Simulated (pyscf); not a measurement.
This saddle point was located with ωB97X-D3(BJ)/def2-SVP in PySCF.

```
C
O 1 1.1972
H 1 1.1037 2 129.13
O 1 1.6677 3 101.61 2 -137.70
H 4 0.9703 1 104.20 3 144.97
H 4 1.2103 5 112.04 1 -77.13
O 6 1.2103 4 130.57 5 108.80
H 7 0.9703 6 112.04 4 -108.80
```
Charge 0, spin multiplicity 1.

Surface: singlet, charge 0. Lowest wavenumbers (cm⁻¹): 1313i, 370, 387, 488, 653.

Which two sides does it connect, and which bonds change?

O=CH–OH (SMILES O=CO) + H₂O (SMILES O) ⇌ H₂O (SMILES O) + O=CH–OH (SMILES O=CO), a four-centre exchange read from left to right: C–O, H–O broken and H–O, C–O formed. At CCSD(T)/def2-TZVPP + ΔMP2(QZVPP) it lies +191.3 kJ/mol from the left side and +191.3 kJ/mol from the right (each side as separated species at their lowest minima found). Another saddle between the same species, by other bonds, lies lower (12.1 kJ/mol against 180.1 kJ/mol at ωB97M-D3(BJ)). The CCSD(T) − MP2 part came from Ansatz, without density fitting, on the same reference.
